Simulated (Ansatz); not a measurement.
# LiC+ (singlet): wave-function methods side by side at distance C1–Li2 = 3.127 Å, aug-cc-pVTZ

The task here is to estimate one member of a computed series from the others.

The runs use Ansatz 0.2.0, Gaussian basis; aug-cc-pVTZ, core rule «outside noble gas», up to 2 orbitals frozen.

The runs, in order: UHF; CCSD(T) on RHF; CCSD(T) on UHF; BCCD(T) on RHF; CCSDT(Q) on RHF; CCSDT(Q) on UHF; Full CI.

43 further runs of the same task are left out: 19 for a known fault of the program, 12 that didn't finish, 12 set aside as unsound or not needed.

### What is computed

The geometry derives from a PBE0/def2-TZVP stationary point (not a proven minimum). One bond is set to the value named and the two fragments are kept rigid.

2 atoms, charge 1, spin multiplicity 1.

Atoms are counted from 1 here; the program's logs count them from 0.

No contacts short enough for the rule that draws bonds.

Set-up of the first run:

The input, in.yaml:

```yaml
crystal:
  periodic: [false, false, false]
  atoms:
    - {symbol: C, position_ang: [0.000000, 0.000000, 0.000000]}
    - {symbol: Li, position_ang: [0.000000, 0.000000, 3.127000]}
basis:
  gaussian: {orbitals: aug-cc-pVTZ}
total_charge: 1
magnetization: {spin_polarized: true, initial_magnetization: 0}
hamiltonian: {xc: hf}
output: {orbitals: {seedname: orbitals}}
```

The run is started by

```sh
$ ansatz run in.yaml --threads 1 --pin off --events-out ev --progress --plain --max-ram 2393MiB
```

Among the steps run: UHF; CCSD(T) on RHF; CCSD(T) on UHF; BCCD(T) on RHF; CCSDT(Q) on RHF; CCSDT(Q) on UHF; Full CI.

One of the session's tables, all rows but one given; the rest of the session is left out.

It belongs to the step «Misses and costs». 

```
   method  from FCI (kJ/mol)
      RHF             +329.1
     RMP2             +100.5
    RCCSD              +16.9
 RCCSD(T)               +6.8
  BCCD(T)               +6.8
   RCCSDT               +4.3
RCCSDT(Q)                  ?
      FCI                  0
```

Estimate the missing values for RCCSDT(Q).

As computed: from FCI (kJ/mol): +2.0. In the column «from FCI (kJ/mol)» it lies between FCI (0) and RCCSDT (+4.3).

Left out of the table: UHF, UMP2, UCCSD, UCCSD(T), UCCSDT, UCCSDT(Q) (another determinant or state than the rows shown).
